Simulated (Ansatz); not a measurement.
Input file:

```yaml
crystal:
  periodic: [false, false, false]
  atoms:
    - {symbol: H, position_ang: [0.000000, 0.000000, 2.128979]}
    - {symbol: N, position_ang: [0.000000, 0.000000, 1.118367]}
    - {symbol: C, position_ang: [0.000000, 1.124516, 0.333248]}
    - {symbol: C, position_ang: [0.000000, -1.124516, 0.333248]}
    - {symbol: C, position_ang: [0.000000, 0.708407, -0.984124]}
    - {symbol: C, position_ang: [0.000000, -0.708407, -0.984124]}
    - {symbol: H, position_ang: [0.000000, 2.112872, 0.770179]}
    - {symbol: H, position_ang: [0.000000, -2.112872, 0.770179]}
    - {symbol: H, position_ang: [0.000000, 1.357252, -1.849402]}
    - {symbol: H, position_ang: [0.000000, -1.357252, -1.849402]}
basis:
  gaussian: {orbitals: cc-pVQZ}
magnetization: {spin_polarized: false}
correlation: {method: ccsd_t, electrons: outside_noble_gas}
```

```sh
$ ansatz run in.yaml --threads 2 --pin off --events-out ev --progress --plain --max-ram 34560MiB --backend cuda --devices 0, --max-vram 37GiB
```

Log:

```
2505 factors; integrals over basis functions are off by at most 1.1e-3 eV
mean field evaluation 1: about -5680.3560 eV, gradient 3.8e1 eV
mean field evaluation 2: about -5680.5723 eV, gradient 3.8e1 eV
mean field evaluation 4: about -5684.3174 eV, gradient 4.3e0 eV
mean field evaluation 8: about -5684.3752 eV, gradient 3.0e-1 eV
mean field evaluation 16: about -5680.3572 eV, gradient 3.8e1 eV
mean field -5684.37562767 eV, -208.8969513086 hartree, gradient 1.6e-6 eV, S^2 0.000000; 0 other end points of the search recorded, 0 dependent functions left out
5 core orbitals not correlated: weight in the atoms' cores, before any rotation towards them, 1.000 or more for the frozen orbitals, at most 0.000 for the correlated occupied ones
reference -5684.37562767 eV, -208.8969513086 hartree; 13, 13 occupied and 407, 407 virtual orbitals, 2505 factors
second order -24.58169756 eV of doubles, -0.00000000 eV of singles
cycle   1  -24.02174678 eV  change    5.6e-1 eV  update   1.1e-1
cycle   2  -24.64981026 eV  change   -6.3e-1 eV  update   3.2e-2
cycle   3  -24.76974583 eV  change   -1.2e-1 eV  update   1.4e-2
cycle   4  -24.75858668 eV  change    1.1e-2 eV  update   3.3e-3
cycle   5  -24.75953718 eV  change   -9.5e-4 eV  update   1.7e-3
cycle   6  -24.76042167 eV  change   -8.8e-4 eV  update   5.4e-4
cycle   7  -24.76004334 eV  change    3.8e-4 eV  update   3.1e-4
cycle   8  -24.75997513 eV  change    6.8e-5 eV  update   1.1e-4
cycle   9  -24.76002824 eV  change   -5.3e-5 eV  update   3.1e-5
cycle  10  -24.76001568 eV  change    1.3e-5 eV  update   8.0e-6
perturbative correction -1.30480791 eV, -0.0479508063 hartree
Total energy: -5710.44045126 eV, -209.8548159082 hartree
```

Ran on 2 threads of AMD EPYC 7R13 with a shared H100 80 GB, shared host: 21 s wall, 0.95 GiB peak host memory.
